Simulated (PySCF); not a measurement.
Numbering as in the mapped SMILES `[CH3:1][CH2:2][CH2:3][N:4]([CH3:5])[CH3:6]`. Hydrogens are named by the atom that carries them.

GIAO shifts from PySCF 2.14.0 with density-fitted response routines on PBE0-D3(BJ)/def2-SVP geometries (one conformer, non-relativistic, equivalent nuclei averaged), against TMS at the same level and in the same medium; PCM means IEF-PCM chloroform.

Measured (solution, not stated per compound (mostly CDCl3 or CCl4); Pretsch, Buehlmann, Badertscher, Structure Determination of Organic Compounds, 4th ed. (2009)): C3 61.8, C2 20.6, C1 11.9 ppm.

Task: Which unscaled values do PBE0/pcSseg-1, gas; PBE0/pcSseg-1, PCM; WP04/pcSseg-1, PCM; wB97X-D/pcSseg-1, PCM give, and how close are they?

Result: 
| atoms | measured | PBE0/pcSseg-1, gas | PBE0/pcSseg-1, PCM | WP04/pcSseg-1, PCM | wB97X-D/pcSseg-1, PCM |
| --- | --- | --- | --- | --- | --- |
| C3 | 61.8 | 62.1 | 62.7 | 62.1 | 62.2 |
| C2 | 20.6 | 24.7 | 25.3 | 27.3 | 25.0 |
| C1 | 11.9 | 13.6 | 13.8 | 15.9 | 14.0 |

Mean absolute error for ¹³C: PBE0/pcSseg-1, gas 2.0, PBE0/pcSseg-1, PCM 2.5, WP04/pcSseg-1, PCM 3.7, wB97X-D/pcSseg-1, PCM 2.3 ppm.
